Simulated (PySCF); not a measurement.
# Gas-phase XPS of `c1cc[cH-]c1`, computed

Compound: C5H5 (charge -1).
Numbering: `[cH:1]1[cH:2][cH:3][cH-:4][cH:5]1`

Computed with delta-SCF UKS SCAN, pcX-2 on the ionised atom, pcseg-1 elsewhere, spin-free X2C (PySCF 2.14.0). Binding energies are ΔSCF values: E(core-ionised, relaxed orbitals) − E(ground state) at a fixed geometry, referred to the vacuum level.

**Question.** List the computed XPS lines with their assignment.

**Answer.** 
| atom(s) | environment | level | binding energy (eV) | count |
| --- | --- | --- | --- | --- |
| C1 (×5) | aromatic CH carbon | C 1s | 283.57 | 5 |

**Question.** Which photon wavelength matches the C 1s of C1 (×5) threshold?

**Answer.** λ = hc/E = 12398.42 eV Å / 283.57 eV = 43.723 Å.

Atoms equivalent by their bonding share one computed value, that of the first of them. The species carries charge -1, so core ionisation leaves a neutral species. The basis sets have no added diffuse functions. Geometry: PBE0-D3(BJ)/def2-SVP; no solvent, vibrations or thermal averaging. The geometry's basis has no diffuse functions, a weakness for an anion.
